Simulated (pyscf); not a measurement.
This saddle point was located with ωB97X-D3(BJ)/def2-SVP in PySCF.

```xyz
9

O      1.1432     1.0132    -0.1173
Ti    -0.2894     0.0300    -0.1671
Cl     0.2604    -0.2427     2.5067
Cl    -1.2961     0.6389    -2.0026
Cl     0.1513    -2.0751    -0.4736
H      1.6940     1.1443     0.6683
O     -1.7399     0.4578     0.9852
H     -1.0724     0.2029     2.0379
H     -2.6522     0.7152     0.8070
```

Surface: singlet, charge 0. Lowest wavenumbers (cm⁻¹): 809i, 76, 104, 125, 132.

**Question.** What reaction is this the transition state of?

**Answer.** HO–Ti(Cl)(Cl)–Cl + H₂O ⇌ HO–Ti(OH)(Cl)–Cl + HCl, a four-centre exchange read from left to right: Cl–Ti, H–O broken and O–Ti, Cl–H formed. At ωB97M-D3(BJ)/def2-TZVP it lies +9.7 kcal/mol from the left side and +6.5 kcal/mol from the right (each side as separated species at their lowest minima found). On the reactant side the descent ends in an adduct with a O–Ti contact (not fully relaxed), 10.2 kcal/mol under the separated species and 19.5 kcal/mol under the saddle at ωB97X-D3(BJ)/def2-TZVP. On the product side the descent ends in a complex, 6.2 kcal/mol under the separated species and 9.8 kcal/mol under the saddle at ωB97X-D3(BJ)/def2-TZVP. What is counted as formed (O–Ti) is already present as a longer contact in the reactant adduct; forming that adduct is a step of its own. One saddle was located; it need not be the lowest between these sides.
